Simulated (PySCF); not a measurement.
Compound: C4H4S.
InChI=1S/C4H4S/c1-2-4-5-3-1/h1-4H

Level of theory: PySCF, PBE0-D3(BJ)/def2-SVP geometry optimisation, gas phase.

Masses are those of the commonest isotopes; rigid-rotor values at the optimised geometry. 

(1) Give the principal moments of inertia and the rotational constants in MHz.

(2) Classify the top.

(3) What does the inertial defect say?

(4) Which types of transition are allowed, and where do some lines up to J = 4 fall?

(5) Estimate the classical rotational partition function at 25 K, 298.15 K and 500 K.

## Answers

(1) Ia = 62.83, Ib = 93.45, Ic = 156.28 u·Å²; 505379 MHz·u·Å²/I gives A = 8043, B = 5408, C = 3234 MHz.

(2) An asymmetric top; Ray's κ = -0.096.

(3) Planar: Δ = Ic − Ia − Ib = 0.00 u·Å². For a rigid frame Δ = −2 Σ m c², so it vanishes when all atoms lie in the ab plane; here none is more than 0.01 Å from it.

(4) The dipole components are |μa| = 0.46 D, |μb| = 0.00 D, |μc| = 0.00 D; the symmetry axis of this C2v structure is a, so μb and μc vanish by symmetry and there are no b-type or c-type lines. Some lines, for components of 0.1 D or more:

```csv
type,branch,"J(Ka,Kc)",MHz,lower level (cm⁻¹)
a,Q,"2(2,0) ← 2(2,1)",898,1.361
a,Q,"1(1,0) ← 1(1,1)",2174,0.376
a,Q,"2(1,1) ← 2(1,2)",6523,0.880
a,R,"1(0,1) ← 0(0,0)",8642,0.000
a,Q,"3(1,2) ← 3(1,3)",12788,1.620
a,R,"2(1,2) ← 1(1,1)",15109,0.376
a,R,"2(1,1) ← 1(1,0)",19458,0.449
a,Q,"4(1,3) ← 4(1,4)",20152,2.586
a,R,"3(0,3) ← 2(0,2)",23029,0.835
a,R,"3(1,2) ← 2(1,1)",28448,1.098
a,R,"4(1,4) ← 3(1,3)",28945,1.620
a,R,"4(1,3) ← 3(1,2)",36309,2.047
a,R,"4(2,2) ← 3(2,1)",39046,2.353
```

(5) Point group C2v, symmetry number σ = 2; q = (√π/σ)·√((kT/h)³/(ABC)), k/h = 20836.6 MHz/K: 888 at 25 K, 36600 at 298.15 K, 79500 at 500 K.

Not checked by PBE0-D3(BJ)/def2-SVP frequencies. These are rigid-rotor constants of the computed structure; measured ground-state constants (B0) also hold zero-point vibration.
